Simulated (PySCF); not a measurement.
Below is a simulated gas-phase C 1s photoelectron spectrum of cyclobutyl chloride (`ClC1CCC1`).

Every computed line was given a Gaussian of 0.6 eV full width at half maximum and an area set by the number of equivalent atoms; the highest printed point is 100. Level of theory: PySCF 2.14.0, delta-SCF UKS SCAN, pcX-2 on the ionised atom, pcseg-1 elsewhere, spin-free X2C.

binding energy (eV), intensity and a bar:
```
    289.9          0 
    290.0          1 
    290.1          3 #
    290.2          8 ##
    290.3         19 ######
    290.4         36 ###########
    290.5         58 #################
    290.6         81 ########################
    290.7         97 #############################
    290.8        100 ##############################
    290.9         88 ##########################
    291.0         67 ####################
    291.1         43 #############
    291.2         24 #######
    291.3         12 ####
    291.4          6 ##
    291.5          5 #
    291.6          8 ##
    291.7         14 ####
    291.8         21 ######
    291.9         29 #########
    292.0         33 ##########
    292.1         33 ##########
    292.2         28 ########
    292.3         20 ######
    292.4         13 ####
    292.5          7 ##
    292.6          3 #
    292.7          1 
    292.8          0 
    292.9          0
```

Question: How many maxima does the curve show, and how many computed lines lie under it?

Answer: The curve has 2 maxima (at 290.8 and 292.0 eV). Under it lie 3 lines from 3 inequivalent carbon sites. At this width some lines have no maximum of their own.

Question: Decompose the envelope and assign each component. Numbering: `[Cl:1][CH:2]1[CH2:3][CH2:4][CH2:5]1`.

Answer: 
```csv
position (eV),relative area,line,atoms,environment
290.77,1,C 1s,C4,four-membered-ring carbon
290.77,2,C 1s,C3/C5,four-membered-ring carbon
292.04,1,C 1s,C2,sp3 C–Cl carbon
```

The listed C 1s values span 1.27 eV, from C4 (bonded to 2 C and 2 H) to C2 (bonded to Cl, 2 C and H). The widest gap between neighbouring values is 1.27 eV, between 290.77 and 292.04 eV. Summing the Pauling electronegativity differences to the bonded atoms, each weighted by its formal bond order, gives -0.70 for the lowest site and +0.26 for the highest; no listed site has a larger sum than the highest. The values 290.77 and 290.77 eV lie too close for their order to be trusted.

Shake-up satellites, vibrational structure and lifetime widths aren't simulated. The first atom of each set that the bonding makes equivalent was ionised and stands for the set. One conformer (not necessarily the lowest) at the GFN2-xTB geometry, without solvent, vibrations or thermal averaging.

The run took 22 s of wall time on one thread, x86-64 server, no GPU, on a shared host.
